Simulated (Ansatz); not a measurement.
System: pyrite PtSb2. Method: revPBE (PAW; Ansatz, an electronic-structure program).

Numerical settings: plane-wave cutoff 520 eV, 6×6×6 k mesh, Fermi–Dirac smearing 0.01 eV, scalar-relativistic PAW data made under PBE.

Cell (relaxed at this level):

```yaml
crystal:
  lattice:
    - [6.58348, 0.00000, 0.00000]
    - [0.00000, 6.58348, 0.00000]
    - [0.00000, 0.00000, 6.58348]
  atoms:
    - { symbol: Sb, position: [0.62494, 0.87506, 0.12494] }
    - { symbol: Sb, position: [0.12494, 0.62494, 0.87506] }
    - { symbol: Sb, position: [0.62494, 0.62494, 0.62494] }
    - { symbol: Sb, position: [0.37506, 0.37506, 0.37506] }
    - { symbol: Sb, position: [0.87506, 0.12494, 0.62494] }
    - { symbol: Sb, position: [0.87506, 0.37506, 0.12494] }
    - { symbol: Sb, position: [0.12494, 0.87506, 0.37506] }
    - { symbol: Sb, position: [0.37506, 0.12494, 0.87506] }
    - { symbol: Pt, position: [0.00000, 0.50000, 0.50000] }
    - { symbol: Pt, position: [0.50000, 0.00000, 0.50000] }
    - { symbol: Pt, position: [0.00000, 0.00000, 0.00000] }
    - { symbol: Pt, position: [0.50000, 0.50000, 0.00000] }
```

**Question.** Predict the bulk modulus and pressure derivative B′ of the bulk modulus.

**Answer.** 
- bulk modulus: 99.2 GPa
- pressure derivative B′ of the bulk modulus: 5.4

The run finds no gap.

Note: the gap of the solid is closed in this run; this level leaves the solid without a gap, although one is measured; the bulk modulus comes from volumes at which shape and atoms were relaxed.

Spin–orbit coupling is not included; it can open a gap where bands touch, and shift volumes and moduli.
